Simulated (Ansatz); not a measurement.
Consider the substitution at a C–Si bond: `C[Si](C)(C)C` + `C=CS` → `C=CSC` + `C[SiH](C)C`.

Calculated with Ansatz (gas phase, PBE0-D4/def2-TZVP geometries, no zero-point term in ΔE). CBS: MP2 limit from def2 TZ/QZ plus the TZ coupled-cluster correction, frozen cores. This one scheme is used for every species. Functionals use def2-TZVPP. Each species was taken in one conformer, which may not be the lowest.

Q: Is it downhill or uphill in electronic energy at CCSD(T)/CBS, and by how much? (Best estimate.)

A: The calculation gave: Uphill: ΔE = +46.8 kJ/mol.

Q: What do these levels give: PBE-D4, revPBE-D4, r2SCAN0-D4, PBE, BLYP, PBE0, HF/def2-TZVPP, CCSD(T)/def2-TZVPP, HF/def2-QZVPP, MP2/def2-QZVPP, HF/CBS(def2), CCSD/CBS(def2)? (An estimate is asked.)

A: The calculation gave: PBE-D4 43.2, revPBE-D4 42.2, r2SCAN0-D4 47.1, PBE 40.8, BLYP 39.0, PBE0 42.8, HF/def2-TZVPP 40.4, CCSD(T)/def2-TZVPP 47.4, HF/def2-QZVPP 40.3, MP2/def2-QZVPP 46.7, HF/CBS(def2) 40.2, CCSD/CBS(def2) 47.3 kJ/mol.

Largest T1 diagnostic among the species: 0.012.

Leaving LDA and LC-ωPBE aside and taking each functional with its dispersion term where it has one, the values, not all of them listed here, spread over 5.8 kJ/mol, from revPBE-D4 to ωB97M-V. LDA lies +3.8 kJ/mol from PBE without D4. The D4 term adds +3.5 kJ/mol with B3LYP and +2.3 kJ/mol with PBE0; it sums over pairs of atoms, weighted by their polarisabilities, and B3LYP, whose exchange is more repulsive, gets the larger term. In def2-TZVPP, CCSD(T) changes the Hartree–Fock value by +7.0 kJ/mol (the triples alone add −0.5 kJ/mol) and MP2 by +6.7 kJ/mol.

B3LYP here is the variant with VWN-RPA as its local correlation; programs differ in this.
